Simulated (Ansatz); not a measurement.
Ideal-gas functions of FNO (`O=NF`) at 500 K and 1 bar, from an Ansatz frequency run at PBE0-D4/def2-TZVP.

Molar mass 49.0 g/mol, point group Cs (symmetry number 1), electronic degeneracy 1, moments of inertia 5.153, 41.355, 46.508 u Å². Harmonic wavenumbers (cm⁻¹, unscaled): 560, 824, 1969.

Use S(trans) = R[1.5 ln M + 2.5 ln T − 1.1517]; rotational temperatures θ = 24.2544 K / I; S(rot) = R[ln(√π/σ · √(T³/θAθBθC)) + 1.5]; for each mode x = 1.438777 ν̃/T, S = R[x/(eˣ − 1) − ln(1 − e⁻ˣ)] and H = RT x/(eˣ − 1); 1 cm⁻¹ = 0.0119627 kJ/mol; R = 8.31446 J/(mol·K).

Task: By hand: the entropy, in J/(mol·K).

Result: Translation 168.1. Rotation: θ = 4.7069, 0.5865, 0.5215 K, giving 93.2. Vibration, mode by mode: 5.19, 2.85, 0.19, in all 8.2. Electronic 0.0. Sum 269.5 J/(mol·K).

Task: By hand: H − E and G − E in kJ/mol, counted from the electronic energy.

Result: Zero-point energy ½ × 3353 × 0.0119627 = 20.1; thermal vibration 2.8; translation, rotation and pV give 4 RT = 16.6. H − E = 39.5 kJ/mol, and G − E = 39.5 − 500 × 269.5/1000 = -95.2 kJ/mol.

Vibration gives 3 % of the entropy.
